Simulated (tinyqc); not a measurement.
Starting guesses with plain Roothaan steps: SCF starting guesses in the sto-3g basis, for H2F+, spin multiplicity 1. Computed by the program tinyqc with PySCF. 

Geometry (angstrom):
```
atom       x        y       z
F     0.0000   0.0000  0.0000
H     0.0000   0.9380  0.6940
H     0.0000  -0.9380  0.6940
```

lowest restricted solution found by these runs and by PySCF = -98.806822 hartree

RHF with one setting changed at a time; a run stops when the energy changes by less than 1e-09 hartree and the error matrix is below 1e-5. Starts: the lowest orbitals of the core Hamiltonian, of the Wolfsberg-Helmholz matrix (K = 1.75), projected atomic densities, random orbitals, and the highest orbitals of the core Hamiltonian (a deliberately bad start).

Largest element of the error matrix X^T (FDS - SDF) X:
```
iteration     core  Wolfsberg-Helmholz  atomic densities   random  highest core orbitals
1          4.4e-01             4.0e-01           8.2e-01  1.7e+01                3.7e-01
2          9.5e-02             1.1e-01           3.1e-01  4.5e-01                4.5e-01
3          2.7e-02             2.5e-02           5.7e-02  9.6e-02                9.7e-02
4          7.8e-03             6.6e-03           1.5e-02  2.8e-02                2.6e-02
5          2.8e-03             1.9e-03           2.9e-03  8.2e-03                7.0e-03
6          1.3e-03             8.9e-04           9.4e-04  2.7e-03                2.5e-03
8          2.9e-04             2.4e-04           1.1e-04  5.1e-04                4.4e-04
10         7.3e-05             6.1e-05           2.3e-05  1.3e-04                1.1e-04
14         4.7e-06                   -                 -  8.4e-06                7.5e-06
```

How each run ends:
```
run                    iterations  E (hartree)         state
core                           14    -98.80682  lowest found
Wolfsberg-Helmholz             13    -98.80682  lowest found
atomic densities               12    -98.80682  lowest found
random                         14    -98.80682  lowest found
highest core orbitals          14    -98.80682  lowest found
```

5 of 5 runs reach the lowest restricted solution found, in 12 to 14 iterations (fastest: atomic densities). The first errors are 4e-01, 4e-01, 8e-01, 2e+01, 4e-01; the deliberately bad start has the smallest one, so a small first error does not mark a good start.
